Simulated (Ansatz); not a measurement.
A made-up structure of SiH3O2 (charge -1), singlet:

```tsv
atom	x (Å)	y (Å)	z (Å)
O1	-1.9242	-0.2117	0.0961
Si2	-0.4177	0.0317	-0.1874
O3	0.6244	-0.3468	1.1048
H4	0.1931	-0.7604	-1.3479
H5	-2.7727	-0.6774	0.0315
H6	1.5387	-0.1824	0.8633
```

It is relaxed with PBE-D4/def2-SVPD and then PBE0-D4/def2-TZVPD (Ansatz 0.2.0). Atoms count as bonded within 1.22 times the sum of their covalent radii (H–H: 0.88 Å). The end point is not checked to be a true minimum.

Q: Does its bonding change? (A judgement: the text doesn't fix the answer.)

A: The calculation gives: No: no bond forms or breaks.

Where it ends: The first stage lowers the energy by 1.75 eV in 12 steps. It ends as SiH₃O₂ ([OH][SiH][OH]), total charge -1:
O1  (-1.877, 0.073, 0.098)
Si2  (-0.236, 0.255, -0.443)
O3  (0.642, -0.665, 0.763)
H4  (-0.227, -0.917, -1.476)
H5  (-2.086, -0.855, 0.241)
H6  (1.026, -0.038, 1.377)
(Å)

Labels in which every atom is bracketed show which atoms are joined, not bond orders.

For scale, one of the runs: PBE0-D4/def2-TZVPD relaxation, 150 basis functions, launched by `ansatz run in.yaml --threads 2 --pin off --events-out ev --progress --plain --max-ram 4352MiB`. Hardware: 2 CPU threads of an Arm Neoverse V2, shared host. Wall time about 21 s.
